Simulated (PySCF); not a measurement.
Molfile (atoms numbered from 1):
```
C5H11F
     RDKit          3D

 17 16  0  0  0  0  0  0  0  0999 V2000
   -2.5226    0.3340    0.2776 C   0  0  0  0  0  0  0  0  0  0  0  0
   -1.3020   -0.4368   -0.1994 C   0  0  0  0  0  0  0  0  0  0  0  0
    0.0132    0.2606    0.1184 C   0  0  0  0  0  0  0  0  0  0  0  0
    1.2389   -0.5044   -0.3591 C   0  0  0  0  0  0  0  0  0  0  0  0
    2.5444    0.1717   -0.0151 C   0  0  0  0  0  0  0  0  0  0  0  0
    2.6724    0.3075    1.3483 F   0  0  0  0  0  0  0  0  0  0  0  0
   -3.4574   -0.1938    0.0355 H   0  0  0  0  0  0  0  0  0  0  0  0
   -2.4973    0.4842    1.3688 H   0  0  0  0  0  0  0  0  0  0  0  0
   -2.5733    1.3311   -0.1889 H   0  0  0  0  0  0  0  0  0  0  0  0
   -1.2970   -1.4427    0.2568 H   0  0  0  0  0  0  0  0  0  0  0  0
   -1.3710   -0.6051   -1.2891 H   0  0  0  0  0  0  0  0  0  0  0  0
    0.0123    1.2695   -0.3342 H   0  0  0  0  0  0  0  0  0  0  0  0
    0.0975    0.4189    1.2068 H   0  0  0  0  0  0  0  0  0  0  0  0
    1.2029   -0.6414   -1.4543 H   0  0  0  0  0  0  0  0  0  0  0  0
    1.2408   -1.5179    0.0789 H   0  0  0  0  0  0  0  0  0  0  0  0
    2.5963    1.1802   -0.4636 H   0  0  0  0  0  0  0  0  0  0  0  0
    3.4035   -0.4140   -0.3851 H   0  0  0  0  0  0  0  0  0  0  0  0
  1  2  1  0
  2  3  1  0
  3  4  1  0
  4  5  1  0
  5  6  1  0
  1  7  1  0
  1  8  1  0
  1  9  1  0
  2 10  1  0
  2 11  1  0
  3 12  1  0
  3 13  1  0
  4 14  1  0
  4 15  1  0
  5 16  1  0
  5 17  1  0
M  END
```

Geometry: PBE0-D3(BJ)/def2-SVP; GIAO absolute shieldings from PySCF 2.14, gas phase, non-relativistic, averaged over equivalent atoms.

At PBE0/pcSseg-1 (157 basis functions, 14 s wall time on 1 thread of an Arm Neoverse V1, shared host):
```tsv
atoms	σ (ppm)
C5	100.1
C4	149.4
C3	153.1
C2	157.5
C1	167.8
F6	420.7
H16/H17	26.82
H14/H15	29.90
H12/H13	30.00
H10/H11	30.09
H7/H8/H9	30.22
```

Q: Estimate the result of repeating the calculation with B97-2/pcSseg-2.

A: 
```json
{"atoms": "C5", "σ at B97-2/pcSseg-2": "97.0", "change": "-3.1"}
{"atoms": "C4", "σ at B97-2/pcSseg-2": "146.8", "change": "-2.6"}
{"atoms": "C3", "σ at B97-2/pcSseg-2": "150.2", "change": "-2.9"}
{"atoms": "C2", "σ at B97-2/pcSseg-2": "154.6", "change": "-2.9"}
{"atoms": "C1", "σ at B97-2/pcSseg-2": "166.0", "change": "-1.8"}
{"atoms": "F6", "σ at B97-2/pcSseg-2": "417.1", "change": "-3.6"}
{"atoms": "H16/H17", "σ at B97-2/pcSseg-2": "27.00", "change": "+0.18"}
{"atoms": "H14/H15", "σ at B97-2/pcSseg-2": "29.86", "change": "-0.04"}
{"atoms": "H12/H13", "σ at B97-2/pcSseg-2": "29.95", "change": "-0.05"}
{"atoms": "H10/H11", "σ at B97-2/pcSseg-2": "30.08", "change": "-0.01"}
{"atoms": "H7/H8/H9", "σ at B97-2/pcSseg-2": "30.36", "change": "+0.14"}
```

The largest change is at F6 (fluorine on an sp3 carbon). Cost: 370 basis functions, 59 s wall time on 1 thread of an Arm Neoverse V1, shared host. The order of the carbon signals is the same at both levels.
